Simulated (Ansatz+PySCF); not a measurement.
Values are calculated unless marked as measured or tabulated.
A run of PySCF 2.14.0 on doublet N₂(+) at this shape:

```xyz
2

N    -0.0246    0.0435   -0.5532
N     0.0260    0.0290    0.5862
```

Its results:

| Quantity | Value |
| --- | --- |
| Converged | yes |
| Reference energy | -108.26324 hartree |
| CCSD correlation energy | -0.33543 hartree |
| Triples correction | -0.01862 hartree |
| Total energy | -108.61729 hartree |

Q: Which input gives this output? Name the method, the orbitals and the basis set, and write the input.

A: UHF-CCSD(T) in def2-SVP.

```python
from pyscf import gto, scf, cc

mol = gto.M(atom="""
N -0.024580 0.043510 -0.553230
N 0.025990 0.028970 0.586180
""", basis='def2-svp', charge=1, spin=1)
mf = scf.UHF(mol)
mf.kernel()
mycc = cc.CCSD(mf, frozen=2).run()
et = mycc.ccsd_t()
print(mf.e_tot, mycc.e_corr, et, mycc.e_tot + et)
```

The reference isn't the lowest determinant (another lies 0.81 eV lower), but the same method gives a higher total on the lower determinant.
